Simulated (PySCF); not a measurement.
Gas-phase reaction: CH₃Si(OH)₃ → H₃SiOCH₃ + 2 O

Method: PySCF energies plus ideal-gas RRHO corrections (1 bar). † marks an energy on the PBE0/def2-TZVP geometry and frequencies; other levels use their own. MP2 and CCSD(T) freeze the core. 6-31G* has spherical d functions here. Open shells (unrestricted): O (multiplicity 3, electronic degeneracy 9); the rest are closed-shell singlets. Spin-orbit splitting is ignored; it lowers the true energy and changes the entropy of O. B3LYP is the form with VWN-RPA correlation. No R ln 2 is added for the mirror-image form of CH₃Si(OH)₃. CH₃Si(OH)₃: computed as isolated molecules; such fragments, hydroxides, amides, oligomers or adducts are transient or little studied in the gas. MP2 isn't extrapolated to the basis-set limit; its ΔH°(298 K) is 1220.2 kJ in def2-SVP and 1342.6 kJ in def2-TZVPP. CCSD(T) isn't extrapolated to the basis-set limit. The harmonic model lacks anharmonicity and excited electronic states, which grow with temperature; levels with a mode under 35 cm⁻¹ are left out. Internal rotation in CH₃Si(OH)₃, H₃SiOCH₃ is treated as a harmonic vibration of one conformer, which makes the entropy rough.

| level | ΔE electronic, kJ | ΔH°(298 K), kJ | ΔS°(298 K), J/K | ΔG°(600 K), kJ |
|---|---|---|---|---|
| B3LYP/6-31G* | 1193 | 1167 | 264 | 1009 |
| CCSD(T)/def2-SVP† | 1165 | 1136 | 270 | 976 |
| HF/6-31G* | 780 | 753 | 270 | 591 |
| MP2/def2-SVP† | 1249 | 1220 | 270 | 1059 |
| PBE0/def2-QZVP† | 1305 | 1276 | 270 | 1115 |
| PBE0/def2-TZVP | 1289 | 1261 | 270 | 1100 |
| r2SCAN/def2-TZVP† | 1316 | 1287 | 270 | 1127 |
| LDA/def2-TZVP† | 1561 | 1533 | 270 | 1372 |
| ωB97M-V/def2-TZVP† | 1316 | 1288 | 270 | 1127 |
| ωB97X-V/def2-TZVP† | 1298 | 1269 | 270 | 1108 |
ΔH° is lowest at HF/6-31G* and highest at LDA/def2-TZVP†. No reference value is set beside these.
